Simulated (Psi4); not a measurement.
**MN15/cc-pVDZ (sweep point 1) run of CH3AlN− ([Al(CN)H3]-)**

What is the vertical ionisation energy of CH3AlN− ([Al(CN)H3]-) at MN15/cc-pVDZ (sweep point 1)? 

The calculation is run with Psi4 1.11.

### Step 1. The molecule

CH3AlN−: 6 atoms, total charge -1, spin state singlet. As SMILES, `[H][Al-]([H])([H])[C]#N`. Geometry: a GFN2-xTB relaxation, a rough one for these elements and not checked as a minimum.

Bond lengths: Al1–C2 2.026 Å, C2–N3 1.159 Å, Al1–H4 1.614 Å, Al1–H5 1.616 Å, Al1–H6 1.614 Å. Angles: Al1–C2–N3 178.7°, C2–Al1–H4 107.8°, C2–Al1–H5 108.1°, C2–Al1–H6 107.8°, H4–Al1–H5 111.0°, H4–Al1–H6 111.0°, H5–Al1–H6 111.0°.

### Step 2. The energy at MN15/cc-pVDZ (sweep point 1)

ch3aln.py

```python
import psi4

psi4.set_memory('1600 MB')
psi4.set_num_threads(1)
psi4.set_output_file('psi4.out', False)

m = psi4.geometry("""
-1 1
Al    -0.006940     0.007910    -0.620420
C      0.003570    -0.008410     1.405440
N      0.029370    -0.033690     2.563760
H      1.527250     0.022600    -1.121070
H     -0.786890     1.336660    -1.107190
H     -0.766370    -1.325080    -1.120530
units angstrom
symmetry c1
""")

psi4.set_options({
    'basis': 'cc-pVDZ',
    'puream': True,
    'scf_type': 'pk',
    'dft_radial_points': 99,
    'dft_spherical_points': 590,
})

E = psi4.energy("MN15")
print(f'MN15 energy: {E:.10f} Eh')
```

Command:

```bash
$ python ch3aln.py
```

psi4.out, shortened:

```text
[...]
  Running in c1 symmetry.
[...]
  Nuclear repulsion =   74.064801638187475
[...]
  Multiplicity = 1
[...]
  Nalpha       = 15
  Nbeta        = 15
[...]
    Number of basis functions: 61
[...]
   @RKS iter   1:  -336.78843510292830   -9.01411e-01   7.21528e-03 DIIS/ADIIS
[...]
   @RKS iter   8:  -336.91265970563205   -5.57247e-09   2.23053e-07 DIIS
[...]
    Orbital Energies [Eh]
    ---------------------
    Doubly Occupied:
       1A    -55.086562     2A    -13.911928     3A     -9.868340
       4A     -3.845796     5A     -2.535148     6A     -2.533042
       7A     -2.533033     8A     -0.742421     9A     -0.331082
      10A     -0.238192    11A     -0.194198    12A     -0.194174
      13A     -0.181576    14A     -0.128377    15A     -0.128270
[...]
  @RKS Final Energy:  -336.91265970563205
   => Energetics <=
    Nuclear Repulsion Energy =             74.0648016381874754
    One-Electron Energy =                -617.2383262138803275
    Two-Electron Energy =                 224.5874051438705692
    DFT Exchange-Correlation Energy =     -18.3265402738096910
    Empirical Dispersion Energy =           0.0000000000000000
    VV10 Nonlocal Energy =                  0.0000000000000000
    Total Energy =                       -336.9126597056320520
[...]
 Multipole Moments:
 ------------------------------------------------------------------------------------
     Multipole            Electronic (a.u.)      Nuclear  (a.u.)        Total (a.u.)
 ------------------------------------------------------------------------------------
 L = 1.  Multiply by 2.5417464519 to convert [e a0] to [Debye]
 Dipole X            :          0.0241638           -0.0261192           -0.0019554
 Dipole Y            :         -0.0366830            0.0357196           -0.0009634
 Dipole Z            :          4.1516201           -3.6686402            0.4829799
 Magnitude           :                                                    0.4829848
[...]
```

The script printed:

```text
MN15 energy: -336.9126597056 Eh
```

Run time: 14 s. Hardware: 1 thread of AMD EPYC 9R14 (Zen 4), shared host; peak memory 1 GiB.

### Step 3. Doublet neutral CH3AlN at the same level

ch3aln.py

```python
import psi4

psi4.set_memory('1600 MB')
psi4.set_num_threads(1)
psi4.core.set_output_file('ch3aln.out', False)

geom = psi4.geometry("""
0 2
Al    -0.006940     0.007910    -0.620420
C      0.003570    -0.008410     1.405440
N      0.029370    -0.033690     2.563760
H      1.527250     0.022600    -1.121070
H     -0.786890     1.336660    -1.107190
H     -0.766370    -1.325080    -1.120530
symmetry c1
""")

psi4.set_options(dict(reference='uks', puream=True, scf_type='pk', dft_radial_points=99, dft_spherical_points=590, maxiter=150))

e_tot, wfn = psi4.energy("mn15/cc-pVDZ", return_wfn=True)
print('E =', round(e_tot, 9))
```

Command:

```bash
$ python ch3aln.py
```

ch3aln.out, shortened:

```text
[...]
  Running in c1 symmetry.
[...]
  Nuclear repulsion =   74.064801638187475
[...]
  Multiplicity = 2
[...]
  Nalpha       = 15
  Nbeta        = 14
[...]
    Number of basis functions: 61
[...]
   @UKS iter   1:  -336.60329334338792   -7.16269e-01   6.99379e-03 ADIIS/DIIS
[...]
   @UKS iter  15:  -336.71704003470757   -1.71910e-07   5.77036e-07 DIIS
[...]
   @S^2 Observed:                7.581949922E-01
[...]
    Orbital Energies [Eh]
    ---------------------
    Alpha Occupied:
       1A    -55.341866     2A    -14.120392     3A    -10.069662
       4A     -4.100514     5A     -2.791526     6A     -2.788000
       7A     -2.786210     8A     -0.947176     9A     -0.558800
      10A     -0.473352    11A     -0.420195    12A     -0.395001
      13A     -0.393473    14A     -0.383417    15A     -0.363723
    Alpha Virtual:
      16A      0.014550    17A      0.022819    18A      0.034177
      19A      0.105144    20A      0.105871    21A      0.113621
      22A      0.165618    23A      0.205156    24A      0.218897
      25A      0.224816    26A      0.301871    27A      0.317683
[...]
  @UKS Final Energy:  -336.71704003470757
   => Energetics <=
    Nuclear Repulsion Energy =             74.0648016381874754
    One-Electron Energy =                -610.5426293296693530
    Two-Electron Energy =                 217.9070143717688097
    DFT Exchange-Correlation Energy =     -18.1462267149944267
    Empirical Dispersion Energy =           0.0000000000000000
    VV10 Nonlocal Energy =                  0.0000000000000000
    Total Energy =                       -336.7170400347075656
[...]
 Multipole Moments:
 ------------------------------------------------------------------------------------
     Multipole            Electronic (a.u.)      Nuclear  (a.u.)        Total (a.u.)
 ------------------------------------------------------------------------------------
 L = 1.  Multiply by 2.5417464519 to convert [e a0] to [Debye]
 Dipole X            :         -0.2063864           -0.0261192           -0.2325056
 Dipole Y            :          0.3565997            0.0357196            0.3923192
 Dipole Z            :          2.2606915           -3.6686402           -1.4079487
 Magnitude           :                                                    1.4799638
[...]
```

On the terminal:

```text
E = -336.717040035
```

Run time: 34 s. Hardware: 1 thread of AMD EPYC 9R14 (Zen 4), shared host; peak memory 0.99 GiB.

### Step 4. What came out

Level: MN15/cc-pVDZ (sweep point 1).

```
                                                              quantity          value
                                         singlet CH3AlN−: total energy  -336.91266 Eh
                                          singlet CH3AlN−: HOMO energy       -3.49 eV
                                          singlet CH3AlN−: LUMO energy        6.06 eV
singlet CH3AlN−: HOMO–LUMO gap (to an unbound level, set by the basis)        9.55 eV
                                  doublet neutral CH3AlN: total energy  -336.71704 Eh
                                 doublet neutral CH3AlN: dipole moment         3.76 D
            doublet neutral CH3AlN: HOMO energy (highest over α and β)       -9.28 eV
             doublet neutral CH3AlN: LUMO energy (lowest over α and β)       -7.11 eV
                                          doublet neutral CH3AlN: ⟨S²⟩          0.758
                   vertical detachment energy (to the doublet neutral)       5.323 eV
```

Removing an electron at fixed nuclei costs 5.32 eV (123 kcal/mol). −ε(HOMO) before ionisation, 3.49 eV, is 1.83 eV below this ionisation energy.
